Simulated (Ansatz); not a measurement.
Task: a rigid scan of one bond angle of CH₄S, SMILES CS, with Ansatz 0.2.0, Python API. Give the script and its output. Level of theory (for the species named): PBE0, def2-SVP basis, multiplicity 1.

```yaml
atoms:
  - { symbol: C, position_ang: [-0.1476, -0.2922, -0.3836] }
  - { symbol: S, position_ang: [0.5664, 0.0454, 1.2570] }
  - { symbol: H, position_ang: [-1.1777, 0.0508, -0.4129] }
  - { symbol: H, position_ang: [-0.1116, -1.3687, -0.5177] }
  - { symbol: H, position_ang: [0.4464, 0.1967, -1.1499] }
  - { symbol: H, position_ang: [0.4241, 1.3681, 1.2072] }
```

The script, `ch4s.py`:
```python
import ansatz
from ase import Atoms


def main() -> None:
    atoms = Atoms(["C", "S", "H", "H", "H", "H"], positions=[
        (-0.1476, -0.29224, -0.38364),
        (0.56637, 0.04541, 1.25702),
        (-1.17769, 0.05077, -0.41292),
        (-0.11163, -1.3687, -0.51773),
        (0.4464, 0.19667, -1.14994),
        (0.42414, 1.3681, 1.2072),
    ])

    first = (
        ansatz.Crystal.molecule_from_ase(atoms).calculation()
        .basis(gaussian="def2-SVP")
        .functional("pbe0")
        .relax(force_tolerance=0.02, max_steps=80)
    )
    atoms.positions = first.run(threads=1, pin="off").report["positions_ang"]

    rows = []
    for angle in [90, 100, 110, 120, 135, 150, 165, 179]:
        bent = atoms.copy()
        bent.set_angle(0, 1, 5, angle, indices=[5])
        calc = ansatz.Crystal.molecule_from_ase(bent).calculation()
        calc = calc.basis(gaussian="def2-SVP")
        calc = calc.correlation("ccsd_t")
        rows.append((angle, calc.run(threads=1, pin="off").report["free_energy_ev"]))
    floor = min(e for _, e in rows)
    for angle, e in rows:
        print(f"angle C0-S1-H5 = {angle:3d} deg   {1000 * (e - floor):9.1f} meV")


if __name__ == "__main__":
    main()
```

Running `python ch4s.py` prints:
```text
angle C0-S1-H5 =  90 deg        25.7 meV
angle C0-S1-H5 = 100 deg         0.0 meV
angle C0-S1-H5 = 110 deg       140.7 meV
angle C0-S1-H5 = 120 deg       428.0 meV
angle C0-S1-H5 = 135 deg      1089.7 meV
angle C0-S1-H5 = 150 deg      1947.6 meV
angle C0-S1-H5 = 165 deg      2819.0 meV
angle C0-S1-H5 = 179 deg      3277.0 meV
```

Caveats:
- The settings weren't tested for convergence.
- The scan is rigid, and the energies are electronic, in a modest basis. The zero is the lowest point of the grid, which needn't be the minimum.
- The start is relaxed with a density functional and scanned with the wavefunction method, so it isn't exactly that method's minimum.
- Timing: 8 s on 1 thread of Arm Neoverse V2 (shared host), peak memory 0.19 GiB.

(Lines on the test bed's own set-up are left out of the output.)
